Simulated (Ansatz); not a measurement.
## Ansatz (development build ahead of 0.2.0) run

```yaml
crystal:
  periodic: [false, false, false]
  atoms:
    - { symbol: C, position_ang: [-0.04022, -0.45993, -0.07635] }
    - { symbol: O, position_ang: [-0.03238, -0.4624, 1.17599] }
    - { symbol: "N", position_ang: [0.03859, 0.67397, -0.89699] }
    - { symbol: H, position_ang: [0.06773, -1.3428, -0.67433] }
    - { symbol: H, position_ang: [0.00326, 0.55881, -1.86953] }
    - { symbol: H, position_ang: [-0.07785, 1.61673, -0.39031] }
basis:
  gaussian: { orbitals: STO-3G }
hamiltonian:
  xc: hf
correlation:
  method: mp2
  frozen_orbitals: { C: 1, H: 0, "N": 1, O: 1 }
```

The input is written out in the form of the current development build from the run's settings.

Output:

- Converged: yes
- Reference energy: -166.67705 hartree
- Correlation energy: -0.16713 hartree
- Total energy: -166.84418 hartree
- Spin squared of the determinant: 0.000
